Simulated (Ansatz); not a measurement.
Compare A (`CO/C(F)=C/F`) with its isomer B (`C=CC(O)(F)F`).

Gas-phase electronic energies from Ansatz, PBE0-D4/def2-TZVP geometries. CBS: MP2 limit from def2 TZ/QZ plus the TZ coupled-cluster correction, frozen cores. DFT in def2-TZVPP. B3LYP here is the variant with VWN-RPA as its local correlation; programs differ in this. One conformer a species, not always the lowest.

A:

Z-matrix (Å, degrees):
```
C
O 1 1.428
H 1 1.091 2 110.9
H 1 1.094 2 110.2 3 -121.9
H 1 1.088 2 106.1 3 119.1
C 2 1.328 1 114.9 3 62.3
C 6 1.324 2 123.4 1 121.6
F 6 1.333 2 114.9 1 -60.9
F 7 1.335 6 121.5 2 174.1
H 7 1.080 6 122.7 2 -3.8
```

B:

```xyz
10

C     1.534    0.011   -0.441
C     0.260    0.017   -0.786
C    -0.866   -0.005    0.193
O    -0.443   -0.036    1.473
F    -1.675    1.078   -0.011
F    -1.677   -1.076   -0.062
H     1.835   -0.012    0.599
H     2.313    0.029   -1.193
H    -0.063    0.040   -1.821
H    -1.217   -0.047    2.048
```

Which isomer does CCSD(T)/CBS put lower? Give the gap. (Estimate.)

Ansatz gave: B, by 136.9 kJ/mol.

Give E(B) − E(A) in kJ/mol with B3LYP, ωB97M-V, CCSD/def2-TZVPP, MP2/def2-TZVPP, PBE0-D4, PBE-D4, HF/def2-TZVPP. (Estimate.)

Computed: B3LYP -116.7, ωB97M-V -132.3, CCSD/def2-TZVPP -136.0, MP2/def2-TZVPP -140.3, PBE0-D4 -123.6, PBE-D4 -114.6, HF/def2-TZVPP -135.1. None reverses the order clearly.

Largest T1 diagnostic: 0.012.

From PBE to PBE0 (25 % exact exchange), in def2-TZVPP and without D4, E(B) − E(A) moves by −9.2 kJ/mol.
